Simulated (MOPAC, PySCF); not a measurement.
Bond stretch in HCl, singlet.

- PM6, restricted, heats of formation (MOPAC)
- UCCSD(T) = CCSD(T) on UHF/6-31G, 5 core orbitals frozen (PySCF)

Energies relative to the lowest point of each curve near equilibrium, in kcal/mol:

```json
[
 {"R / Å": "0.96", "PM6": "70.7"},
 {"R / Å": "1.03", "PM6": "40.3"},
 {"R / Å": "1.28", "PM6": "0.0"},
 {"R / Å": "1.37", "PM6": "1.7"},
 {"R / Å": "1.42", "PM6": "4.9"},
 {"R / Å": "1.49", "PM6": "11.1"},
 {"R / Å": "1.58", "PM6": "21.3"},
 {"R / Å": "1.72", "PM6": "39.8"},
 {"R / Å": "2.30", "PM6": "108.9"},
 {"R / Å": "3.10", "PM6": "158.9"},
 {"R / Å": "3.46", "PM6": "170.2"},
 {"R / Å": "3.79", "PM6": "177.3"}
]
```

Question: What does UCCSD(T) give at the same points?

Answer: 0.96: 87.1; 1.03: 48.3; 1.28: 0.7; 1.37: 0.5; 1.42: 2.1; 1.49: 5.7; 1.58: 11.7; 1.72: 22.4; 2.30: 59.8; 3.10: 76.8; 3.46: 77.6; 3.79: 77.8 (kcal/mol).

The restricted form behind PM6 keeps the bonding electrons paired and can't separate into open-shell fragments. The unrestricted determinant behind UCCSD(T) is spin-contaminated at 1.72 to 5.14 Å (<S²> up to 1.0, against 0.00 for a pure singlet).
